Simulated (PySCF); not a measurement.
# C2H6OS (SMILES COCS) at MP2/aug-pc-1

What is the vertical singlet–triplet gap of C2H6OS at MP2/aug-pc-1? Input form: a Python script.

Program for the calculation: PySCF 2.14.0.

## (1) The molecule

The species is C2H6OS (10 atoms), meant as a singlet with charge 0. As SMILES, `COCS`. Geometry: relaxed at PBE0-D4/def2-TZVP. This is a higher conformer, about 13 kJ/mol above the lowest found by a separate search.

Bond lengths: C1–O2 1.405 Å, O2–C3 1.397 Å, C3–S4 1.792 Å, C1–H5 1.089 Å, C1–H6 1.099 Å, C1–H7 1.099 Å, C3–H8 1.098 Å, C3–H9 1.099 Å, S4–H10 1.342 Å. Some angles: C1–O2–C3 111.6°, O2–C3–S4 111.3°, O2–C1–H5 107.3°, O2–C1–H6 111.5°, O2–C1–H7 111.6°, O2–C3–H8 110.9°, O2–C3–H9 111.3°, S4–C3–H8 109.9°, S4–C3–H9 105.3°, C3–S4–H10 96.4°.

## (2) The energy at MP2/aug-pc-1

Input file run.py:

```python
from pyscf import gto, scf, mp

molecule = gto.M(
    atom=[
    ('C', (-1.057400, 0.917100, 0.463500)),
    ('O', (-0.173600, 0.460400, -0.528600)),
    ('C', (0.740500, -0.464600, -0.018100)),
    ('S', (1.885100, -1.015300, -1.282000)),
    ('H', (-1.740300, 1.620900, -0.011000)),
    ('H', (-0.522500, 1.429700, 1.274700)),
    ('H', (-1.639000, 0.092100, 0.897700)),
    ('H', (0.221500, -1.327500, 0.418500)),
    ('H', (1.368100, -0.015300, 0.764900)),
    ('H', (1.000700, -1.748600, -1.976500)),
],
    max_memory=1860,
    basis='aug-pc-1',
    verbose=3,
)

hf = scf.RHF(molecule)
hf.conv_tol = 1e-10
hf.kernel()
if not hf.converged:
    hf = hf.newton().run(hf.mo_coeff, hf.mo_occ)

pt = mp.MP2(hf, frozen=8).run()
e_final = pt.e_tot
print('E(%s) = %.9f' % ('MP2', e_final))
```

Started as:

```bash
$ OMP_NUM_THREADS=1 python run.py
```

The program printed:

```text
converged SCF energy = -551.557426779535
E(RMP2) = -552.190424212314  E_corr = -0.63299743277892
E(SCS-RMP2) = -552.184075434666  E_corr = -0.62664865513041
E(MP2) = -552.190424212
```

It took 11 s on 1 thread of Arm Neoverse V1, shared host; peak memory 0.76 GiB.

## (3) The triplet

Input file mol.xyz:

```xyz
10

C     -1.057400     0.917100     0.463500
O     -0.173600     0.460400    -0.528600
C      0.740500    -0.464600    -0.018100
S      1.885100    -1.015300    -1.282000
H     -1.740300     1.620900    -0.011000
H     -0.522500     1.429700     1.274700
H     -1.639000     0.092100     0.897700
H      0.221500    -1.327500     0.418500
H      1.368100    -0.015300     0.764900
H      1.000700    -1.748600    -1.976500
```

Input file input.py:

```python
from pyscf import gto, scf, mp

system = gto.Mole()
system.atom = 'mol.xyz'
system.spin = 2
system.charge = 0
system.verbose = 3
system.max_memory = 1860
system.basis = 'aug-pc-1'
system.build()

hf = scf.UHF(system)
hf.conv_tol = 1e-10
hf.kernel()
if not hf.converged:
    hf = hf.newton().run(hf.mo_coeff, hf.mo_occ)

pt = mp.MP2(hf, frozen=8).run()
e_final = pt.e_tot
print(f'total energy: {e_final:.8f} hartree')
```

Started as:

```bash
$ OMP_NUM_THREADS=1 python input.py
```

The program printed:

```text
WARN: HOMO 0.0229263314267341 >= LUMO -0.29467058859354

WARN: HOMO -0.12152742577044 >= LUMO -0.236260134875926

WARN: HOMO -0.111961175903241 >= LUMO -0.140571555645343

converged SCF energy = -551.371242188945  <S^2> = 2.0196217  2S+1 = 3.0130527
E(UMP2) = -551.986836964102  E_corr = -0.615594775156774
E(SCS-UMP2) = -551.97793351643  E_corr = -0.606691327484713
total energy: -551.98683696 hartree
```

Run time: 42 s. Hardware: 1 thread of Arm Neoverse V1, shared host; peak memory 1.1 GiB.

## (4) Summary of results

At MP2/aug-pc-1, 8 core orbitals frozen:

```
                                                           quantity          value
                                              singlet: total energy  -552.19042 Eh
                      singlet: dipole moment (Hartree–Fock density)         2.43 D
                       singlet: HOMO energy (Hartree–Fock orbitals)      -10.01 eV
                       singlet: LUMO energy (Hartree–Fock orbitals)        0.81 eV
                     singlet: HOMO–LUMO gap (Hartree–Fock orbitals)       10.81 eV
               singlet: correlation energy (8 core orbitals frozen)     -633.0 mEh
                                              triplet: total energy  -551.98684 Eh
                      triplet: dipole moment (Hartree–Fock density)         3.19 D
triplet: HOMO energy (Hartree–Fock orbitals) (highest over α and β)       -3.86 eV
 triplet: LUMO energy (Hartree–Fock orbitals) (lowest over α and β)       -1.14 eV
               triplet: correlation energy (8 core orbitals frozen)     -615.6 mEh
                         triplet: ⟨S²⟩ of the reference determinant          2.020
                   vertical energy of the triplet above the singlet       5.540 eV
```

**Reading.** At this shape the triplet lies 5.54 eV (128 kcal/mol) above the singlet. Mulliken charges (singlet) of the mean-field density run from -1.38 on O2 to +0.38 on H9; in a basis this large or diffuse they mean little. Mulliken charges (triplet) of the mean-field density run from -1.46 on O2 to +0.37 on H6; in a basis this large or diffuse they mean little.
